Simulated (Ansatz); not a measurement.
# C₇H₁₆: a ladder of functionals and wavefunction methods

How much do the methods differ for C₇H₁₆? The plan is to run it at one geometry with functionals of several rungs and with coupled cluster, and see how far each lands from CCSD(T) at the basis-set limit for the atomisation energy.

Method: functionals in def2-TZVPP, the program's frozen cores in correlated methods; program: Ansatz 0.2.0, Gaussian basis.

The runs, in order: LDA (SPW92), PBE-D4, revPBE-D4, BLYP-D4, r2SCAN-D4, B97M-V, PBE0-D4, B3LYP-D4, r2SCANh-D4, r2SCAN0-D4, HSE06-D4, BHLYP-D4, CAM-B3LYP-D4, LC-ωPBE, ωB97X-V, ωB97M-V, B2PLYP, PBE-QIDH; CCSD(T)/def2-SVP; CCSD(T)/def2-TZVPP; MP2/def2-QZVPP; extrapolation to the limit; RPA on PBE.

1 further run of the same task is left out (it didn't finish).

## Step 1: Structure used throughout

An earlier PBE0-D4 in a triple-zeta def2 set relaxation fixed the geometry.

23 atoms, charge 0, spin multiplicity 1.

Atoms are counted from 1 here; the program's logs count them from 0.

Bond lengths: C1–C2 1.520 Å, C1–H8 1.093 Å, C1–H9 1.093 Å, C1–H10 1.094 Å, C2–C3 1.529 Å, C2–H11 1.094 Å, C2–H12 1.097 Å, C3–C4 1.529 Å, C3–C6 1.529 Å, C3–H13 1.101 Å, C4–C5 1.520 Å, C4–H14 1.094 Å, C4–H15 1.097 Å, C5–H16 1.094 Å, C5–H17 1.093 Å, C5–H18 1.093 Å, C6–C7 1.520 Å, C6–H19 1.094 Å and more. Angles: C2–C1–H8 111.2°, C2–C1–H9 112.2°, C2–C1–H10 110.8°, H8–C1–H9 107.3°, H8–C1–H10 107.6°, H9–C1–H10 107.5°, C1–C2–C3 114.4°, C1–C2–H11 108.5°, C1–C2–H12 109.9°, C3–C2–H11 109.4°, C3–C2–H12 108.4°, H11–C2–H12 105.9°, C2–C3–C4 111.1°, C2–C3–C6 111.1°, C2–C3–H13 107.8°, C4–C3–C6 111.1°, C4–C3–H13 107.8°, C6–C3–H13 107.8° and more.

## Step 2: LDA

This LDA is Slater exchange with PW92 correlation.

Contents of in.yaml:

```yaml
crystal:
  periodic: [false, false, false]
  atoms:
    - {symbol: C, position_ang: [1.255573, -1.595465, -1.572179]}
    - {symbol: C, position_ang: [1.315432, -0.649903, -0.383889]}
    - {symbol: C, position_ang: [-0.017590, 0.013519, -0.036556]}
    - {symbol: C, position_ang: [-0.979325, -0.986785, 0.605345]}
    - {symbol: C, position_ang: [-2.433085, -0.543835, 0.612772]}
    - {symbol: C, position_ang: [0.191642, 1.231412, 0.863778]}
    - {symbol: C, position_ang: [0.787977, 2.438397, 0.158614]}
    - {symbol: H, position_ang: [2.233646, -2.038321, -1.774417]}
    - {symbol: H, position_ang: [0.554319, -2.417639, -1.410523]}
    - {symbol: H, position_ang: [0.938810, -1.065751, -2.475261]}
    - {symbol: H, position_ang: [2.061947, 0.122560, -0.592180]}
    - {symbol: H, position_ang: [1.677430, -1.186400, 0.502449]}
    - {symbol: H, position_ang: [-0.473617, 0.363713, -0.975193]}
    - {symbol: H, position_ang: [-0.910754, -1.944407, 0.080343]}
    - {symbol: H, position_ang: [-0.643125, -1.181975, 1.631675]}
    - {symbol: H, position_ang: [-2.797512, -0.387952, -0.406734]}
    - {symbol: H, position_ang: [-2.576905, 0.391125, 1.159639]}
    - {symbol: H, position_ang: [-3.072735, -1.295459, 1.081339]}
    - {symbol: H, position_ang: [-0.765479, 1.525131, 1.305374]}
    - {symbol: H, position_ang: [0.832263, 0.935714, 1.704382]}
    - {symbol: H, position_ang: [0.914175, 3.276457, 0.848092]}
    - {symbol: H, position_ang: [1.768614, 2.222008, -0.271937]}
    - {symbol: H, position_ang: [0.138299, 2.773865, -0.654934]}
basis:
  gaussian: {orbitals: def2-TZVPP}
hamiltonian: {xc: lda}
output: {orbitals: {seedname: orbitals}}
```

After this run come: PBE-D4 (GGA); revPBE-D4 (GGA); BLYP-D4 (GGA); r2SCAN-D4 (meta-GGA); B97M-V (meta-GGA); PBE0-D4 (hybrid); B3LYP-D4 (hybrid); r2SCANh-D4 (hybrid); r2SCAN0-D4 (hybrid); HSE06-D4 (hybrid); BHLYP-D4 (hybrid); CAM-B3LYP-D4 (range-separated); LC-ωPBE-D4 (range-separated); ωB97X-V (range-separated); ωB97M-V (range-separated); B2PLYP (double hybrid); PBE-QIDH (double hybrid); CCSD(T) in def2-SVP; CCSD(T) in def2-TZVPP; MP2 in def2-QZVPP; RPA on PBE orbitals.

Q: Predict the results of all the runs planned. Wanted: atomisation energy, CCSD(T)/CBS; farthest beyond LDA; mean size of error, GGA; mean size of error, meta-GGA; mean size of error, hybrid; mean size of error, range-separated; mean size of error, double hybrid; gap, smallest and largest; T1 diagnostic.

As calculated:

| quantity | value |
| --- | --- |
| atomisation energy, CCSD(T)/CBS | 9137.0 kJ/mol |
| functionals within 45.7 kJ/mol (0.5 %) | revPBE-D4, r2SCAN-D4, B97M-V, B3LYP-D4, r2SCANh-D4, CAM-B3LYP-D4, LC-ωPBE, ωB97X-V, ωB97M-V, PBE-QIDH |
| farthest beyond LDA | BHLYP-D4 (-169.0 kJ/mol) |
| mean size of error, GGA | 78.8 kJ/mol |
| mean size of error, meta-GGA | 14.5 kJ/mol |
| mean size of error, hybrid | 60.3 kJ/mol |
| mean size of error, range-separated | 21.9 kJ/mol |
| mean size of error, double hybrid | 43.5 kJ/mol |
| gap, smallest and largest | 7.60 eV (LDA (SPW92)), 14.63 eV (LC-ωPBE) |
| T1 diagnostic | 0.0085 |
| triples share of the correlation energy | 3.8 % |

What this shows: The LDA atomisation energy is off by 1174.9 kJ/mol (13 %): it overbinds. PBE-D4 is off by +143.2 kJ/mol. Double hybrids carry the basis error of their MP2 part in triple zeta, and no dispersion term here, so their miss is partly the set-up's. The rungs meta-GGA, range-separated, double hybrid miss on average by less than the doubt on the reference (45.7 kJ/mol), so they tie. The reference freezes the cores and leaves out relativity and excitations past (T), so misses under about 45.7 kJ/mol can't be ranked. Hartree-Fock recovers 76 % of the binding; the rest is correlation. CCSD(T) in def2-SVP is off by -311.2 kJ/mol, which most functionals beat. Orbital gaps span 7.6 to 14.6 eV; exact exchange widens them.
